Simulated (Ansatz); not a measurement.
Two shapes of singlet CF₄.

Shape 1:

```xyz
5

C     0.0393   -0.0309   -0.0016
F     0.7939    0.7959    0.7572
F     0.7448   -0.7668   -0.7124
F    -0.7321    0.7442   -0.7985
F    -0.7794   -0.7377    0.8000
```

Shape 2:

```xyz
5

C     0.0000    0.0000    0.0000
F     0.6988    0.6988    0.6988
F     0.6988   -0.6988   -0.6988
F    -0.6988    0.6988   -0.6988
F    -0.6988   -0.6988    0.6988
```

Basis set: cc-pVDZ (spherical functions). Correlated methods keep 5 orbitals frozen. Charge 0, multiplicity 1.

Computed with Ansatz (development build ahead of 0.2.0); each method stands on the lowest determinant of its kind that the runs found.

Q: Which shape is lower in energy, and by how much in each method?

A:

```
 method  E(2) − E(1) (eV)
    RHF             1.112
RHF-MP2             1.848
```

Shape 1 is lower. Caution: no unrestricted run beside it, a lower state can exist.
